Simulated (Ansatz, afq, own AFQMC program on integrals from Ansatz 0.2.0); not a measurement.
**SiGeH₃, doublet: a scan with AFQMC**

```xyz
5

Si   -0.0291    0.0911    1.6863
Ge    0.0129   -0.0156   -0.6336
H     0.2341   -1.4090    1.7523
H    -0.3266   -1.2336   -1.5256
H    -0.0229    1.2257   -1.5544
```

The Si1–Ge2 distance is changed with both sides rigid. Energies in mEh count from this geometry (2.323 Å) at the same level; the start stands on UHF, each point on the determinant named.

Basis cc-pVDZ. Noble-gas cores (and the filled d shells of Ga–Kr and In–Xe) are frozen. AFQMC by an in-house program on the Cholesky factors that Ansatz 0.2.0 writes for its CCSD(T) run. The CISD trial takes its coefficients from CCSD amplitudes. Released means that phaseless walkers are propagated on without the constraint, phases kept. ± is one standard error of the sampling. No spin–orbit coupling.

Cautions, each for one point or more: an unrestricted solution with more broken spin lies lower; higher spins were not checked; inner d shell frozen; no relativity below Rb; no spin-orbit coupling; raised T1 diagnostic; strong correlation; the ph-AFQMC/CISD walk drifts between its halves; unrestricted determinant spin contaminated; walk and cluster series may follow different spin states.

| r(Si1–Ge2) / Å | det. | T1 | weight | ⟨S²⟩ | CCSD(T) | ph-AFQMC/CISD | released AFQMC | PBE0 | CCSD |
| --- | --- | --- | --- | --- | --- | --- | --- | --- | --- |
| 2.126 | UHF | 0.040 | 0.83 | 0.93 | 14.8 | 14.9 ± 0.7 | 15.2 ± 0.7* | 11.1 | 14.7 |
| 2.586 | UHF | 0.057 | 0.80 | 1.00 | 6.5 | 6.6 ± 0.7 | 6.0 ± 0.8* | 9.1 | 6.9 |
| 3.263 | UHF¶ | 0.078 | 0.74 | 1.03 | 54.3 | 54.3 ± 0.6 | – | 59.4 | 54.3 |
| 4.242 | UHF¶ | 0.080 | 0.74 | 1.15 | 73.4 | 75.1 ± 0.7 | 74.6 ± 1.2* | 89.1 | 70.6 |
| 6.140 | UHF | 0.015 | 0.85 | 0.77 | 77.0 | 78.4 ± 0.6 | 77.7 ± 0.8* | 95.0 | 73.9 |

Weight is that of the determinant in the CISD state; at the start T1 is 0.047 and the weight 0.82, and ⟨S²⟩ is 0.96. ¶ marks points with a poor determinant and no full CI, where no value is sure; they don't count among the departures. An asterisk marks released energies that aren't shown to be converged. Symmetry can't show for every point that it stays on the start's state. A dash marks a missing value, a released energy that hasn't settled or a functional that sits on another state. Largest departures from phaseless AFQMC with a CISD trial: CCSD(T) -1.4 mEh at 6.140 (on UHF), CCSD -4.5 mEh at 6.140 (on UHF). The walk's constraint bias lies outside its error bars, so these are departures and not errors. The functionals aren't scored here. In this small basis the wave-function levels are far from their limit, so their gap to the functionals isn't the functionals' error.

Some points may be missing: those where a free walk finds a much lower state, and past Zn most of those on another determinant than at the start.
